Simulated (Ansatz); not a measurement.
What does this script print? It uses Ansatz 0.2.0, Python API.

Script `ch2f.py`:
```python
"""Restricted and unrestricted solutions of CH2F, stretched and not."""

import ansatz as az
import numpy as np

BASIS = "cc-pVDZ"
FUNCTIONAL = "b3lyp"

GEOMETRY = """
C    -0.04375   -0.05860   -0.10616
F     0.95260    0.69363    0.35806
H    -0.93960    0.47003   -0.36083
H     0.03074   -1.10506    0.10892
"""

system = az.Crystal.molecule()
for line in GEOMETRY.strip().splitlines():
    symbol, *xyz = line.split()
    system = system.atom(symbol, [float(v) for v in xyz])
symbols = [site.symbol for site in system.cartesian_sites]

start = np.array([site.position_ang for site in system.cartesian_sites])
for factor in [1.0, 1.3]:
    xyz = (start - start.mean(axis=0)) * factor
    scaled = az.Crystal.molecule()
    for symbol, place in zip(symbols, xyz):
        scaled = scaled.atom(symbol, place.tolist())
    job = scaled.calculation().basis(gaussian=BASIS).functional(FUNCTIONAL).spin("collinear", total=1)
    for search in ("off", "standard"):
        try:
            rep = job.scf(lower_state_search=search).run(threads=1).report
        except az.AnsatzError as error:
            print(f"x{factor} search {search}: {type(error).__name__}")
            continue
        state = rep["mean_field"]["state"]
        print(f"all distances x{factor}, search {search:8s} E = {rep['free_energy_ev']:.5f} eV  <S^2> = {abs(state['spin_squared']):.3f}  other states met: {len(rep['mean_field']['others'])}")
```

Output of `python ch2f.py`:
```text
all distances x1.0, search off      E = -3784.38225 eV  <S^2> = 0.753  other states met: 0
all distances x1.0, search standard E = -3784.38225 eV  <S^2> = 0.753  other states met: 0
all distances x1.3, search off      E = -3780.90630 eV  <S^2> = 0.758  other states met: 0
all distances x1.3, search standard E = -3780.90630 eV  <S^2> = 0.758  other states met: 0
```

Notes:
- These settings explore the input space; basis and method may be short of convergence.
- The count of other states can hold repeated and symmetry-equivalent ends of the search; scaling all distances is a test, and for more than two atoms no physical path.
- The structure is a rough, unrelaxed start.
- The species is open-shell (spin multiplicity 2).
- b3lyp holds the VWN-RPA fit, as in Gaussian; the form of ORCA and Turbomole is b3lyp5.
- It ran for 2.8 s on 1 thread of Arm Neoverse V2 (shared host), peak memory 0.16 GiB.

(Lines on the test bed's own set-up are left out of the output.)
